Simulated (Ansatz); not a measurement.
Barrier from H2 (SMILES [H][H]) + O (triplet) to the saddle point below; all geometries are those of the HTBH38 set.
```
O
H 1 1.1893
H 2 0.9116 1 180.00
```
Charge 0, spin multiplicity 3.

Total energies in hartree (Ansatz, a first-principles code). UHF or UKS for unpaired electrons; spin-orbit terms are left out. Cores are frozen in correlated methods. No relativity. Where a partner has so few electrons that a lower coupled-cluster level is exact, that level stands in. The UHF reference of H2O (saddle point or complex, triplet) is spin-contaminated (<S^2> up to 0.06 over the pure value in the sets run).

| species | HF/aug-cc-pVTZ | CCSD(T)/aug-cc-pVTZ | HF/aug-cc-pVQZ | CCSD(T)/aug-cc-pVQZ | CCSDT(Q)/aug-cc-pVTZ |
|---|---|---|---|---|---|
| 1: H2 (SMILES [H][H]) | -1.13302 | -1.17263 | -1.13346 | -1.17387 | -1.17263 |
| 2: O (triplet) | -74.81298 | -74.97895 | -74.81763 | -74.99527 | -74.97937 |
| 3: H2O (complex or saddle point, triplet) | -75.89400 | -76.12958 | -75.89890 | -76.14782 | -76.13052 |

Task: Work out the barrier height (electronic, no zero-point energy) in kJ/mol: take Hartree-Fock from aug-cc-pVQZ, extrapolate the CCSD(T) correlation energy as X^-3 (X = 3, 4), and add CCSDT(Q) - CCSD(T) in aug-cc-pVTZ. 1 hartree = 2625.5 kJ/mol.

Result: 
Species 1: correlation (64·(-0.04041) - 27·(-0.03961))/37 = -0.04099; step +0.00000; E1 = -1.13346 + (-0.04099) + (+0.00000) = -1.17445
Species 2: correlation (64·(-0.17764) - 27·(-0.16597))/37 = -0.18616; step -0.00042; E2 = -74.81763 + (-0.18616) + (-0.00042) = -75.00421
Species 3: correlation (64·(-0.24892) - 27·(-0.23558))/37 = -0.25865; step -0.00094; E3 = -75.89890 + (-0.25865) + (-0.00094) = -76.15849
-1·E1 -1·E2 +1·E3 = 0.02017 hartree = 53.0 kJ/mol. Published benchmark value: 13.1 kcal/mol (Zhao et al., J. Phys. Chem. A 109, 2012 (2005), HTBH38), a best estimate, not a measurement. The composite differs from it by -1.9 kJ/mol; core, relativistic and spin-orbit terms are not in it.
